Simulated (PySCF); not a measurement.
**Li₂: one state, many levels of theory**

State: ¹Σg⁺ (singlet), closed shell. Set-up: PySCF, spin-free X2C with a Gaussian nucleus, basis sets Li jorge-DZP-DKH. De refers to Li + Li in their ground configurations, without counterpoise correction.

```tsv
Level	Re (Å)	ωe (cm⁻¹)	De (eV)
RHF-MP2	2.765	335	0.69
RHF-SCS-MP2	2.761	335	0.79
RHF-CCSD	2.714	341	1.01
RHF-CCSD(T)	2.713	341	1.01
PBE	2.742	328	0.84
r²SCAN	2.766	331	0.78
TPSSh	2.760	332	0.96
PBE0	2.742	336	0.81
MN15	2.567	369	1.16
ωB97X	2.756	344	0.90
B2PLYP	2.726	338	0.87
```

Which functional lies closest to RHF-CCSD(T) in De, which farthest, and by how much do they differ from it?

Closest is TPSSh (+4.7 pm in Re, -2.6 % in ωe, -0.05 eV in De against RHF-CCSD(T) in the same basis), farthest r²SCAN (+5.3 pm in Re, -2.9 % in ωe, -0.23 eV in De). CCSD(T) converges more slowly with the basis than the functionals do and binds too weakly in this one, so the order can change at the basis-set limit.

What does a quarter of exact exchange do here, going from PBE to PBE0?

PBE0 less PBE: +0.0 pm in Re, +2.4 % in ωe, -0.03 eV in De. Exact exchange removes part of the self-interaction that spreads semilocal densities, and in most molecules shortens and stiffens the bond and lowers De; so it does here.

What does the step from GGA to meta-GGA do here, going from PBE to r²SCAN?

r²SCAN less PBE: +2.4 pm in Re, +0.9 % in ωe, -0.06 eV in De. 

Measured (Huber and Herzberg, Constants of Diatomic Molecules (1979)): Re = 2.6729 Å, ωe = 351.43 cm⁻¹.

Correlated steps freeze no core orbitals. Closed-shell solutions of metal pairs were not tested for spin polarisation, which can lower them a little. Correlated levels converge slowly with the basis: in double zeta they bind strong bonds too weakly, by up to about 1 eV, and carry superposition errors of some tenths. Where the molecule has an RHF reference, its open-shell atoms are computed with UHF. B2PLYP dipoles, levels and charges come from its SCF part alone.
